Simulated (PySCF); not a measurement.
# Broadened absorption spectrum of acetyl fluoride

Compound: acetyl fluoride, C2H3FO.
InChI=1S/C2H3FO/c1-2(3)4/h1H3

Method used: TDDFT CAM-B3LYP/aug-cc-pVTZ, vertical, gas phase, core orbitals frozen in the response (PySCF). Isolated species at its PBE0-D3(BJ)/def2-TZVP geometry, gas phase.

Computed states:

```tsv
state	E (eV)	f
S1	6.11	0.0011
S2	8.05	0.032
S3	9.01	0.0000
S4	9.15	0.044
S5	9.17	0.0078
S6	9.23	0.013
S7	9.48	0.094
S8	9.69	0.0025
S9	10.06	0.036
S10	10.25	0.0037
```

Broadening: Gaussians 0.25 eV wide at half height, area fixed by f = 4.319×10⁻⁹ ∫ε dν̃. The width is an assumption, not a result. The curve ends short of the highest state used, and states not computed would add to its high-energy end.

Question: What does the envelope look like, and where are its maxima?

Answer: 
```csv
E (eV),ε (L mol⁻¹ cm⁻¹)
5.73,0
5.87,10
6.00,72
6.14,117
6.28,34
6.41,2
6.55,0
6.68,0
6.82,0
6.95,0
7.09,0
7.22,0
7.36,0
7.49,0
7.63,1
7.76,80
7.90,1253
8.03,3377
8.17,1838
8.30,220
8.44,4
8.57,0
8.71,1
8.84,70
8.98,1505
9.11,5854
9.25,6119
9.38,7527
9.52,9678
9.65,3186
```

Maxima: 203 nm (6.11 eV), ε about 120, made up of S1 (100%); 154 nm (8.05 eV), ε about 3400, made up of S2 (100%); 135 nm (9.18 eV), ε about 6900, made up of S4 (67%), S5 (12%) and S6 (19%); 131 nm (9.48 eV), ε about 10000, made up of S7 (98%) (ε in L mol⁻¹ cm⁻¹; maxima over ε = 5, shares over 10%).

Question: Coming from long wavelengths, where does ε first pass 100 L mol⁻¹ cm⁻¹?

Answer: At about 205 nm (6.04 eV), 0.07 eV below S1.

Question: On this curve, what absorbance would a 10⁻⁴ mol/L sample give at 193 nm over a 1 cm path?

Answer: 193 nm is 6.424 eV, where ε is about 1.5 L mol⁻¹ cm⁻¹, so A = ε c l ≈ 0.00015 (Beer–Lambert, with the gas-phase spectrum and the assumed width).

Question: What would ε be at 9.48 eV, the highest of these maxima, with half the width (0.125 eV)?

Answer: About 20300 L mol⁻¹ cm⁻¹ against 10300, a factor of about 1.96; a lone state at its own centre would give exactly 2.

Hardware: an Arm Neoverse N1 with one thread, shared host. Cost: 41 s of wall time, 0.89 GiB resident at most.
